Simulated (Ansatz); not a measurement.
System: bcc V. Method: revPBE (Ansatz, a program for electronic structure, plane waves, PAW).

Numerical settings: plane-wave cutoff 520 eV, 26×26×26 k mesh, Fermi–Dirac smearing 0.05 eV, no spin polarisation, scalar-relativistic PAW data made under PBE.

Energies at three volumes about the minimum:

```
V (Å³/atom)  E − E_lowest (meV/atom)
-----------  -----------------------
13.417                          3.13
13.691                          0.00
13.964                          2.86
```

Q: Fit a parabola by hand: where is the minimum, what lattice constant follows, and what is the bulk modulus?

A: Slopes: (0.00 − 3.13)/(13.691 − 13.417) = -11.423 and (2.86 − 0.00)/(13.964 − 13.691) = 10.476 meV/Å³. Curvature E″ = 2 × (10.476 − (-11.423))/(13.964 − 13.417) = 80.069 meV/Å⁶. From the middle of the first interval, the slope vanishes at V0 = 13.5540 − (-11.423)/80.069 = 13.697 Å³/atom. B = V0 E″ = 13.697 × 80.069 meV/Å³ × 0.1602 GPa per meV/Å³ = 176 GPa. With 2 atoms in the cube, a = (2 × 13.697)^(1/3) = 3.015 Å. The full Birch–Murnaghan fit to all volumes gives V0 = 13.692 Å³/atom and B0 = 175 GPa.

Measured, for comparison: bulk modulus 161 GPa (corrected for temperature and zero-point phonon effects, sources range from 159 to 166; as tabulated in Levämäki et al. (2014), arXiv:1402.3671); lattice constant a 3.021 Å (static lattice: zero-point anharmonic expansion removed; as tabulated in Mejia-Rodriguez and Trickey (2018), arXiv:1807.09216). Computed less measured: bulk modulus +9 % (+5 % to +10 % over the range).
